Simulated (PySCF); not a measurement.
**BP: frontier orbitals**

TPSSh at R = 1.680 Å; basis B STO-3G, P STO-3G; no relativity; PySCF 2.14. State: ³Π (triplet), unpaired electrons σ ↑, π ↑. Only the outer orbitals are listed, counted within each symmetry.

```csv
spin,orbital,occ.,ε (eV),on B (%),main shells (%)
α,5σ,1,-14.24,29,"66 P s, 22 B s"
α,6σ,1,-6.84,52,"50 B s, 25 P s, 23 P p"
α,2π,1,-4.16,35,"65 P p, 35 B p"
α,7σ,1,-3.39,65,"52 B p, 31 P p, 13 B s"
α,2π,1,-3.22,41,"60 P p, 40 B p"
α,3π,0,2.54,65,"65 B p, 35 P p"
α,3π,0,3.29,59,"60 B p, 40 P p"
α,8σ,0,13.97,53,"41 P p, 38 B p, 15 B s"
β,5σ,1,-13.06,28,"67 P s, 20 B s, 9 B p"
β,6σ,1,-5.28,34,"40 P p, 33 B s, 26 P s"
β,2π,1,-2.66,30,"70 P p, 30 B p"
β,2π,0,-1.18,31,"69 P p, 31 B p"
β,7σ,0,1.00,83,"46 B p, 38 B s, 17 P p"
β,3π,0,4.48,70,"70 B p, 30 P p"
```

Problem. Which are the highest filled and the lowest empty level, where do they sit, and how wide is the gap?

Solution. Highest filled β 2π at -2.66 eV (in %: 70 P p, 30 B p); lowest empty β 2π at -1.18 eV (in %: 69 P p, 31 B p); the gap at TPSSh is 1.48 eV. Both belong to one degenerate shell, split only by its one-sided filling, so this is no excitation gap.

```
bond order (Mayer)                             : 2.38
⟨S²⟩                                           : 2.012
charge on B (Mulliken, basis-dependent)        : -0.14
charge on B (Löwdin, basis-dependent)          : -0.18
dipole moment (positive dipole means B(−)P(+)) : -0.04 D
```

STO-3G is very small, so such numbers show the basis as much as the molecule. The state was picked by a PBE0 search and need not be the measured ground state.
